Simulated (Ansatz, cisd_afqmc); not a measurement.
Species: CHO, charge 0, doublet. CHO (SMILES [CH]=O, doublet).
B3LYP-D3(BJ)/def2-TZVP minimum from Ansatz (an electronic-structure program):
```xyz
3

C      0.0497     0.5837    -0.0011
O      0.0741    -0.5878    -0.0009
H     -0.8911     1.2003     0.0145
```
Charge 0, spin multiplicity 2.

Total energies in aug-cc-pVDZ, 11 correlated electrons, 2 frozen orbitals. Radicals and triplets start from unrestricted determinants; spin-orbit coupling is neglected. Cores are frozen in correlated methods. No relativity. AFQMC/CISD: phaseless, guided by CISD from CCSD amplitudes; bars are statistical, one sigma. Outlying blocks are dropped, and bars are widened where a walk drifts. Over all cases where full CI ran beside it in this data, AFQMC minus full CI had a median of +0.1 mEh and passed +0.4 mEh in a tenth of the cases.

| method | program | energy (Eh) | minus CCSDT(Q) (mEh) |
|---|---|---|---|
| HF | Ansatz | -113.26732 | 333.68 |
| MP2 | Ansatz | -113.57617 | 24.83 |
| CCSD | Ansatz | -113.58691 | 14.09 |
| CCSD(T) | Ansatz | -113.59916 | 1.85 |
| CCSDT(Q) | Ansatz | -113.60100 | 0.00 |
| AFQMC/CISD | cisd_afqmc | -113.6000 ± 0.0005 | 1.0 ± 0.5 |

Rough core times of Ansatz's runs on a shared machine: CCSD(T) under 20 s, CCSDT(Q) 50 s.
